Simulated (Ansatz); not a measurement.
Start from `C=CC(=O)OC` and change one atom or group to get `COC=O`.

Ansatz, PBE0-D4/def2-TZVP geometries, multiplicity 1. Each molecule was computed in one conformer, which needn't be the lowest.

```csv
property,`C=CC(=O)OC`
HOMO–LUMO gap (PBE/def2-TZVPP) / eV,4.08
LUMO energy (ωB97M-V/def2-TZVPP) / eV,0.82
HOMO–LUMO gap (ωB97M-V/def2-TZVPP) / eV,11.37
HOMO energy (B3LYP/def2-TZVPP) / eV,-7.82
HOMO energy (PBE/def2-TZVPP) / eV,-6.41
size of the dipole moment (B3LYP/def2-TZVPP) / D,1.60
```

Task: What does the change do to each property? (Estimate.)

Result: Ansatz gave: 
```tsv
property	`COC=O`	shift
HOMO–LUMO gap (PBE/def2-TZVPP) / eV	5.55	1.47
LUMO energy (ωB97M-V/def2-TZVPP) / eV	2.38	1.56
HOMO–LUMO gap (ωB97M-V/def2-TZVPP) / eV	13.19	1.82
HOMO energy (B3LYP/def2-TZVPP) / eV	-8.10	-0.28
HOMO energy (PBE/def2-TZVPP) / eV	-6.65	-0.24
size of the dipole moment (B3LYP/def2-TZVPP) / D	1.92	0.32
```

With PBE0 the HOMO falls by 0.26 eV and the LUMO rises by 1.43 eV, so the gap widens by about 1.69 eV. PBE moves the HOMO by -0.24 eV and ωB97M-V by -0.26 eV. The zero-point energy changes by -87.6 kJ/mol with -12 modes. Dipoles are sizes alone; their direction can turn.

B3LYP here is the variant with VWN-RPA as its local correlation; programs differ in this.
